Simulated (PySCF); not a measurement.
Working out the ionisation energy of Al

Al [Ne] 3s2 3p1 (2P) → Al⁺ [Ne] 3s2 (1S). Computed with PySCF 2.14 in dyall-av3z, with the non-relativistic Hamiltonian (point nucleus). Frozen: [Ne]; the 23 highest virtual orbitals dropped. Energies in hartree (1 hartree = 27.21139 eV):

```tsv
part	Al (lower)	Al⁺ (upper)
UHF	-241.880551	-241.674488
CCSD correlation	-0.051723	-0.040142
(T)	-0.001225	0.000000
```

**Question.** What does Hartree-Fock give?

**Answer.** (-241.674488) − (-241.880551) = 0.206063 hartree = 5.607 eV.

**Question.** What do CCSD and CCSD(T) give?

**Answer.** The CCSD correlation energies differ by 0.011581 hartree = 0.315 eV and the triples by 0.001225 hartree = 0.033 eV, so CCSD gives 5.922 eV and CCSD(T) 5.955 eV.

Measured between the centres of the two terms (NIST): 5.977 eV, so CCSD(T) (valence) is off by -0.022 eV.

What remains against the reference includes basis incompleteness, the frozen core and higher excitations.
